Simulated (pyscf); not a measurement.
# Four-centre exchange: Cl–SiH•–Cl + H₂ → HCl + •H₂Si–Cl

Gas phase, doublet surface, charge 0. Bonds broken: Cl1–Si2, H5–H6. Bonds formed: Cl1–H5, Si2–H6. PySCF, gas phase, ωB97X-D3(BJ)/def2-SVP geometries.

Transition state (Å):

```xyz
6

Cl     0.5628     0.4493     1.2955
Si    -1.6508    -0.1977     0.2951
Cl    -1.2698    -2.1213    -0.3240
H     -2.9084     0.2458    -0.4287
H     -0.0964     0.6723    -0.1940
H     -0.7669     0.6291    -0.8804
```

One imaginary mode, 1082i cm⁻¹; descent along it reached the two sides named.

| bond | change | reactant side (Å) | saddle | product side |
|---|---|---|---|---|
| Cl1–Si2 | breaks | 2.060 | 2.514 | 3.5 |
| H5–H6 | breaks | 0.760 | 0.961 | 3.2 |
| Cl1–H5 | forms | 3.2 | 1.644 | 1.288 |
| Si2–H6 | forms | 3.4 | 1.687 | 1.490 |

Electronic energies relative to the separated reactants (eV):

```json
[
 {"level": "ωB97X-D3(BJ)/def2-TZVP", "barrier": "2.18", "reaction energy": "+0.92", "reverse barrier": "1.26"},
 {"level": "PBE/def2-TZVP", "barrier": "1.74", "reaction energy": "+0.85", "reverse barrier": "0.89"},
 {"level": "r²SCAN/def2-TZVP", "barrier": "1.91", "reaction energy": "+0.90", "reverse barrier": "1.01"},
 {"level": "B3LYP-D3(BJ)/def2-TZVP", "barrier": "2.01", "reaction energy": "+0.86", "reverse barrier": "1.15"},
 {"level": "PBE0-D3(BJ)/def2-TZVP", "barrier": "1.90", "reaction energy": "+0.84", "reverse barrier": "1.06"},
 {"level": "M06-2X/def2-TZVP", "barrier": "2.16", "reaction energy": "+0.91", "reverse barrier": "1.25"},
 {"level": "ωB97M-D3(BJ)/def2-TZVP", "barrier": "2.06", "reaction energy": "+0.82", "reverse barrier": "1.24"},
 {"level": "HF/def2-TZVP", "barrier": "2.82", "reaction energy": "+0.64", "reverse barrier": "2.18"}
]
```

With ωB97M-D3(BJ)/def2-TZVP energies and thermal terms (ideal gas, 1 atm, RRHO with modes under 100 cm⁻¹ raised to 100, one conformer, R ln 2 for chiral ones without a mode under 150 cm⁻¹), in eV:

| T (K) | ΔH‡ | ΔG‡ | ΔH | ΔG |
|---|---|---|---|---|
| 298 | 2.07 | 2.43 | +0.86 | +0.80 |
| 600 | 2.03 | 2.81 | +0.83 | +0.74 |
| 900 | 2.03 | 3.20 | +0.81 | +0.70 |
| 1200 | 2.04 | 3.59 | +0.80 | +0.66 |

The same reactants have a lower exit, to Cl–SiH₂–Cl + H• (barrier +0.72 eV at ωB97M-D3(BJ)/def2-TZVP, against +2.06 eV here). One saddle was located; it need not be the lowest between these sides.
